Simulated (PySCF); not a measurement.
# 1-ethenyl-1-methylcyclopropane: a tour of settings, part 2 of 2

PySCF 2.14.0. Atoms count from 0. The steps go on from the part before.

## 4. NMR shieldings: HSE06/def2-SVPD

Job settings and geometry (Å):

```
{"job": {"kind": "nmr", "xc": "HSE06", "basis": "def2-SVPD", "pop": true, "scf": {"aux": "def2-qzvpp-jkfit", "level_shift": 0.2}}, "charge": 0, "multiplicity": 1}
C      2.117619     0.238133     0.670885
C      1.266733    -0.338087    -0.162930
C     -0.199113    -0.136181    -0.198034
C     -0.907246    -0.943199    -1.265082
C     -0.935659     0.103204     1.097792
C     -0.757379     1.227406     0.131025
H      1.805458     0.935319     1.430545
H      3.173342     0.033321     0.626614
H      1.642283    -1.030857    -0.905490
H     -1.977956    -0.754297    -1.244674
H     -0.532104    -0.680415    -2.253407
H     -0.744261    -2.008707    -1.107024
H     -0.362389     0.113023     2.012070
H     -1.918639    -0.330589     1.205279
H     -0.060900     2.013866     0.377804
H     -1.617388     1.567004    -0.426784
```

Level: GIAO HSE06/def2-SVPD NMR shielding, non-relativistic, gas phase.

Output:

```text
final grid: 120968 points
cycle   1  E = -234.1564947038  dE =  6.110e-01  |g| = 2.633e-01  |ddm| = 7.124e+00
cycle   2  E = -234.1730599355  dE = -1.657e-02  |g| = 1.492e-01  |ddm| = 1.033e+00
cycle   3  E = -234.1786627314  dE = -5.603e-03  |g| = 1.525e-02  |ddm| = 4.658e-01
cycle   4  E = -234.1787194770  dE = -5.675e-05  |g| = 1.172e-02  |ddm| = 1.223e-01
cycle   5  E = -234.1787553515  dE = -3.587e-05  |g| = 1.612e-03  |ddm| = 3.319e-02
cycle   6  E = -234.1787564958  dE = -1.144e-06  |g| = 6.102e-04  |ddm| = 1.162e-02
cycle   7  E = -234.1787566906  dE = -1.948e-07  |g| = 2.653e-04  |ddm| = 4.464e-03
cycle   8  E = -234.1787566780  dE =  1.261e-08  |g| = 7.347e-05  |ddm| = 1.785e-03
cycle   9  E = -234.1787566810  dE = -2.984e-09  |g| = 1.851e-05  |ddm| = 6.616e-04
cycle  10  E = -234.1787566813  dE = -3.330e-10  |g| = 7.045e-06  |ddm| = 2.391e-04
level shift removed, Fock matrix diagonalised once more
converged SCF energy = -234.1787566813

GIAO shielding tensors (ppm)
atom      isotropic    diamagn.    paramagn.     s11        s22        s33       span
  0 C       88.759     278.322    -189.563    -15.749     98.939    183.087    198.837
  1 C       48.044     267.922    -219.879    -64.098     52.552    155.676    219.774
  2 C      178.171     258.184     -80.014    145.080    169.526    219.906     74.826
  3 C      170.268     277.186    -106.918    144.493    169.656    196.655     52.161
  4 C      171.704     219.555     -47.851    134.036    182.752    198.323     64.287
  5 C      171.561     219.621     -48.060    133.705    182.753    198.226     64.521
  6 H       27.054      42.756     -15.702     22.906     25.602     32.655      9.749
  7 H       26.878      27.231      -0.353     24.474     25.737     30.422      5.947
  8 H       25.117      32.278      -7.160     22.531     23.603     29.218      6.687
  9 H       31.581      28.632       2.950     26.587     29.905     38.252     11.665
 10 H       30.164      25.907       4.258     26.395     27.378     36.720     10.325
 11 H       30.160      25.956       4.203     26.388     27.376     36.715     10.327
 12 H       31.123      35.630      -4.507     25.797     29.019     38.553     12.756
 13 H       31.170      36.715      -5.545     25.434     28.515     39.563     14.129
 14 H       31.130      35.608      -4.479     25.805     29.027     38.558     12.753
 15 H       31.165      36.713      -5.548     25.432     28.505     39.557     14.125
```

Run time: 33 s. Hardware: 1 thread of Arm Neoverse V2, shared host; peak memory 0.86 GiB.

In short: δ C1 145.6, C0 104.9, C3 23.4, C4 22.0, H8 6.76, H7 5.00 ppm (means over like atoms).

## 5. Excited states and response: PBE0/6-31G

Settings changed since step 4:

```diff
@@ -1,2 +1,2 @@
-{"job": {"kind": "nmr", "xc": "HSE06", "basis": "def2-SVPD", "pop": true, "scf": {"aux": "def2-qzvpp-jkfit", "level_shift": 0.2}}, "charge": 0, "multiplicity": 1}
+{"job": {"kind": "uv", "xc": "PBE0", "basis": "6-31G", "nstates": 1, "ntriplets": 5, "tda": false, "scf": {"guess": "random", "max_cycle": 87}}, "charge": 0, "multiplicity": 1}
 C      2.117619     0.238133     0.670885
```

Level: TDDFT PBE0/6-31G, vertical, gas phase, core orbitals frozen in the response.

Output:

```text
start from random orthonormal orbitals
final grid: 120968 points
cycle   1  E = -197.5196795111  dE = -1.008e+02  |g| = 8.146e+00  |ddm| = 2.750e+02
cycle   2  E = -155.2056956426  dE =  4.231e+01  |g| = 6.957e+00  |ddm| = 8.059e+01
cycle   3  E = -209.5189589104  dE = -5.431e+01  |g| = 5.347e+00  |ddm| = 8.844e+01
cycle   4  E = -227.5760776298  dE = -1.806e+01  |g| = 4.152e+00  |ddm| = 4.328e+01
cycle   5  E = -232.3967823683  dE = -4.821e+00  |g| = 2.217e+00  |ddm| = 9.064e+00
cycle   6  E = -233.9375093210  dE = -1.541e+00  |g| = 1.028e+00  |ddm| = 3.382e+00
cycle   7  E = -234.1262709177  dE = -1.888e-01  |g| = 6.488e-01  |ddm| = 1.685e+00
cycle   8  E = -234.2117010688  dE = -8.543e-02  |g| = 3.549e-01  |ddm| = 6.663e-01
cycle   9  E = -234.2380797308  dE = -2.638e-02  |g| = 2.273e-01  |ddm| = 4.088e-01
cycle  10  E = -234.2501471272  dE = -1.207e-02  |g| = 9.775e-02  |ddm| = 3.324e-01
cycle  11  E = -234.2530960478  dE = -2.949e-03  |g| = 2.820e-02  |ddm| = 1.565e-01
cycle  12  E = -234.2532944435  dE = -1.984e-04  |g| = 7.700e-03  |ddm| = 3.274e-02
cycle  13  E = -234.2533098286  dE = -1.539e-05  |g| = 2.724e-03  |ddm| = 1.352e-02
cycle  14  E = -234.2533117423  dE = -1.914e-06  |g| = 6.225e-04  |ddm| = 3.557e-03
cycle  15  E = -234.2533118476  dE = -1.054e-07  |g| = 6.843e-05  |ddm| = 9.448e-04
cycle  16  E = -234.2533118490  dE = -1.408e-09  |g| = 2.879e-05  |ddm| = 1.503e-04
cycle  17  E = -234.2533118492  dE = -1.879e-10  |g| = 1.331e-05  |ddm| = 6.639e-05
converged SCF energy = -234.2533118492

Static polarisability (au): isotropic 57.525, principal 43.972 58.134 70.470

Singlet excitations
state   eV       nm        f      main configurations
  1   6.8538    180.9   0.27119   H->L 0.93

Triplet excitations (Tamm-Dancoff, eV): 4.1980 7.1446 7.3267 8.0463 8.2732
```

Wall time 6.6 s (1 thread of Arm Neoverse V2, shared host); peak memory 0.52 GiB.

Despite a poor start guess, the SCF converged in 17 cycles.

This run: HOMO -6.58 eV, LUMO 0.77 eV; lowest singlet 6.85 eV.

## 6. Shielding tensors: BLYP/STO-3G

Settings changed since step 5:

```diff
@@ -1,2 +1,2 @@
-{"job": {"kind": "uv", "xc": "PBE0", "basis": "6-31G", "nstates": 1, "ntriplets": 5, "tda": false, "scf": {"guess": "random", "max_cycle": 87}}, "charge": 0, "multiplicity": 1}
+{"job": {"kind": "nmr", "xc": "BLYP", "basis": "STO-3G", "pop": true}, "charge": 0, "multiplicity": 1}
 C      2.117619     0.238133     0.670885
```

Level: GIAO BLYP/STO-3G NMR shielding, non-relativistic, gas phase.

Output:

```text
coarse grid: 12720 points
cycle   1  E = -231.5898779167  dE =  5.963e-01  |g| = 2.137e-01  |ddm| = 5.049e+00
cycle   2  E = -231.5913130634  dE = -1.435e-03  |g| = 2.064e-01  |ddm| = 5.801e-01
cycle   3  E = -231.6036842839  dE = -1.237e-02  |g| = 6.479e-02  |ddm| = 3.104e-01
cycle   4  E = -231.6049325779  dE = -1.248e-03  |g| = 1.703e-02  |ddm| = 9.662e-02
cycle   5  E = -231.6050180522  dE = -8.547e-05  |g| = 5.102e-03  |ddm| = 2.667e-02
cycle   6  E = -231.6050263174  dE = -8.265e-06  |g| = 7.789e-04  |ddm| = 7.584e-03
final grid: 120968 points
cycle   7  E = -231.5897741492  dE = -7.106e-06  |g| = 6.003e-03  |ddm| = 1.936e-02
cycle   8  E = -231.5897744699  dE = -3.207e-07  |g| = 5.932e-03  |ddm| = 1.677e-02
cycle   9  E = -231.5897850962  dE = -1.063e-05  |g| = 1.823e-03  |ddm| = 9.314e-03
cycle  10  E = -231.5897861633  dE = -1.067e-06  |g| = 2.625e-04  |ddm| = 2.452e-03
cycle  11  E = -231.5897861847  dE = -2.139e-08  |g| = 3.763e-05  |ddm| = 3.679e-04
cycle  12  E = -231.5897861851  dE = -4.022e-10  |g| = 1.228e-05  |ddm| = 6.095e-05
converged SCF energy = -231.5897861851

GIAO shielding tensors (ppm)
atom      isotropic    diamagn.    paramagn.     s11        s22        s33       span
  0 C      133.704     253.601    -119.897     51.280    136.601    213.232    161.952
  1 C      116.923     252.878    -135.954     37.879    116.014    196.877    158.997
  2 C      205.604     248.049     -42.445    177.195    198.947    240.671     63.475
  3 C      204.713     244.748     -40.035    186.258    202.210    225.673     39.415
  4 C      206.572     253.520     -46.949    178.995    210.905    229.815     50.821
  5 C      206.514     253.522     -47.008    178.885    210.914    229.745     50.860
  6 H       28.506      33.884      -5.378     25.121     26.267     34.131      9.011
  7 H       28.117      30.725      -2.608     25.776     26.460     32.115      6.339
  8 H       27.365      32.479      -5.113     24.173     26.779     31.144      6.971
  9 H       32.517      31.795       0.722     26.524     30.818     40.210     13.686
 10 H       31.694      31.037       0.657     27.076     28.482     39.524     12.448
 11 H       31.691      31.034       0.657     27.080     28.473     39.520     12.440
 12 H       32.155      33.643      -1.487     26.012     30.175     40.279     14.268
 13 H       32.219      32.711      -0.492     26.084     29.711     40.864     14.780
 14 H       32.161      33.629      -1.467     26.022     30.179     40.283     14.261
 15 H       32.216      32.702      -0.486     26.084     29.704     40.860     14.776
```

Run time: 4.7 s. Hardware: 1 thread of Arm Neoverse V2, shared host; peak memory 0.47 GiB.

This run: δ C1 112.6, C0 95.8, C3 24.8, C2 23.9, H8 5.74, H7 4.99 ppm.

## 7. Comparing the runs: NMR shifts

Shifts (ppm) of some atoms, chosen among heavy atoms and hydrogens apart, means over like atoms, with basis size and wall time:

```
            run     C1     C0    C3    C4    C2    H8   H12  functions   time
  PBE0/pcSseg-1  155.3  113.6  27.1  24.1  17.4  6.63  0.66        152   18 s
HSE06/def2-SVPD  145.6  104.9  23.4  22.0  15.5  6.76  0.75        200   33 s
    BLYP/STO-3G  112.6   95.8  24.8  23.0  23.9  5.74  0.95         40  4.7 s
```

## 8. Run by run: electronic excitations

Excitations and ground-state properties, with basis size and wall time:

```
           run  lowest singlet (eV)  brightest (eV)      f  gap (eV)  α (Å³)  μ (D)  functions   time
PBE0/def2-SVPD                 6.39            6.39  0.243      7.03   10.38   0.49        200   25 s
    PBE0/6-31G                 6.85            6.85  0.271      7.35    8.52   0.44         74  6.6 s
```

## 9. Outcome

The summary covers parts 1 to 2.

```
                                                                  quantity                                            value
   13C shifts against TMS (PBE0/pcSseg-1, means over atoms taken as alike)               155.3, 113.6, 27.1, 24.1, 17.4 ppm
    1H shifts against TMS (PBE0/pcSseg-1, means over atoms taken as alike)           6.63, 5.14, 4.76, 1.21, 0.67, 0.66 ppm
potential on the surface of density 0.002 e/bohr³, 1st and 99th percentile                               -0.79 V and 0.67 V
                                           lowest singlet (PBE0/def2-SVPD)                      6.39 eV (194 nm), f = 0.243
                                                            lowest triplet                                          4.09 eV
                            range of the shift of C1 (minimal bases aside)                               145.6 to 155.3 ppm
                                               range of the lowest singlet                                  6.39 to 6.85 eV
                                             property runs in this session  5, of which 0 failed and 1 gave unsound results
```

In words: Single values in the summary come from the first sound run of each kind (PBE0/pcSseg-1; PBE0/def2-SVPD), which need not be the best level. C1 (alkene CH) lies farthest downfield among carbon, at 155.3 ppm; as expected for a trigonal carbon in a double bond. The most deshielded hydrogen is H8 (hydrogen on an alkene CH), at 6.63 ppm: olefinic region. At PBE0/pcSseg-1: The largest span, 231 ppm, is at C1, where the paramagnetic term is -220 ppm. The lowest singlet, at 6.39 eV, is HOMO→LUMO 0.94 and is bright. The lowest triplet lies 2.30 eV below the lowest singlet (triplets in Tamm-Dancoff, singlets in full TDDFT). Leaving out the minimal-basis runs, which are unusable for shieldings: Across the 2 runs the shift of C1 moves most, between 145.6 (HSE06/def2-SVPD) and 155.3 ppm (PBE0/pcSseg-1). The lowest singlet runs from 6.39 eV (PBE0/def2-SVPD) to 6.85 eV (PBE0/6-31G), while the orbital gap spans 7.03 to 7.35 eV. The lowest state need not be the same one in every run. The runs solved for a few states only, so the brightest column depends on that window.
